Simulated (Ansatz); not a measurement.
# C2H3NS: taking an electron away

The task here is to estimate one member of a computed series from the others.

The runs use Ansatz 0.2.0, Gaussian basis; unrestricted cation, the program's frozen cores in correlated methods.

Plan: UKS PBE-D4/def2-TZVPP; UKS r2SCAN-D4/def2-TZVPP; UKS PBE0-D4/def2-TZVPP; UKS B3LYP-D4/def2-TZVPP; UKS wB97X-V/def2-TZVPP; UKS wB97M-V/def2-TZVPP; UKS B2PLYP/def2-TZVPP; UHF-CCSD(T)/def2-TZVPP; UHF-MP2/def2-QZVPP; extrapolation to the limit; then −ε(HOMO) from the neutral's earlier runs with LDA (SPW92), PBE-D4, revPBE-D4, BLYP-D4, r2SCAN-D4, B97M-V, PBE0-D4, B3LYP-D4, r2SCANh-D4, r2SCAN0-D4, HSE06-D4, BHLYP-D4, CAM-B3LYP-D4, LC-ωPBE, ωB97X-V, ωB97M-V.

### The relaxed structure

An earlier PBE0-D4 in a triple-zeta def2 set relaxation fixed the geometry.

SMILES `NC1=CS1`, 7 atoms, charge 0, spin multiplicity 1.

Atoms are counted from 1 here; the program's logs count them from 0.

Bond lengths: N1–C2 1.342 Å, N1–H5 1.006 Å, N1–H6 1.007 Å, C2–C3 1.284 Å, C2–S4 1.791 Å, C3–S4 1.865 Å, C3–H7 1.071 Å. Angles: C2–N1–H5 116.4°, C2–N1–H6 117.1°, H5–N1–H6 115.4°, N1–C2–C3 152.3°, N1–C2–S4 134.9°, C3–C2–S4 72.6°, C2–C3–S4 66.4°, C2–C3–H7 155.4°, S4–C3–H7 138.0°, C2–S4–C3 41.1°.

The first run:

Input file in.yaml:

```yaml
crystal:
  periodic: [false, false, false]
  atoms:
    - {symbol: N, position_ang: [-0.496633, 1.059752, -0.387889]}
    - {symbol: C, position_ang: [0.023520, -0.143192, -0.097804]}
    - {symbol: C, position_ang: [0.821821, -0.910041, 0.552770]}
    - {symbol: S, position_ang: [-0.114031, -1.783175, -0.803962]}
    - {symbol: H, position_ang: [-1.376606, 1.060679, -0.875141]}
    - {symbol: H, position_ang: [-0.383762, 1.786928, 0.300176]}
    - {symbol: H, position_ang: [1.586992, -1.139147, 1.266147]}
basis:
  gaussian: {orbitals: def2-TZVPP}
total_charge: 1
magnetization: {spin_polarized: true, initial_magnetization: 1}
hamiltonian: {xc: pbe, dispersion: d4}
```

Launch:

```bash
$ ansatz run in.yaml --threads 2 --pin off --events-out ev --progress --plain --max-ram 4352MiB
```

Steps of the session up to this table: Cation, UKS PBE-D4/def2-TZVPP; Cation, UKS r2SCAN-D4/def2-TZVPP; Cation, UKS PBE0-D4/def2-TZVPP; Cation, UKS B3LYP-D4/def2-TZVPP; Cation, UKS wB97X-V/def2-TZVPP; Cation, UKS wB97M-V/def2-TZVPP; Cation, UKS B2PLYP (frozen core)/def2-TZVPP; Cation, UHF-CCSD(T)/def2-TZVPP; Cation, UHF-MP2/def2-QZVPP.

One of the session's tables, all rows but one given; the rest of the session is left out.

It belongs to the step «Ionisation energies side by side». For comparison, −ε(HOMO) of the neutral from earlier runs:

| functional | −ε(HOMO) (eV) |
| --- | --- |
| LDA (SPW92) | 3.98 |
| PBE-D4 | 3.84 |
| revPBE-D4 | 3.79 |
| BLYP-D4 | 3.71 |
| r2SCAN-D4 | 3.99 |
| B97M-V | 4.04 |
| PBE0-D4 | ? |
| B3LYP-D4 | 4.79 |
| r2SCANh-D4 | 4.43 |
| r2SCAN0-D4 | 5.09 |
| HSE06-D4 | 4.59 |
| BHLYP-D4 | 6.02 |
| CAM-B3LYP-D4 | 6.32 |
| LC-ωPBE | 7.68 |
| ωB97X-V | 7.31 |
| ωB97M-V | 7.17 |

Q: Estimate the row for PBE0-D4 from the others.

As computed: −ε(HOMO) (eV): 4.99. In the column «−ε(HOMO) (eV)» it lies between B3LYP-D4 (4.79) and r2SCAN0-D4 (5.09).

Caveats from the session: The cation may have settled in a state other than its lowest; no search over hole states beyond the program's own was made.
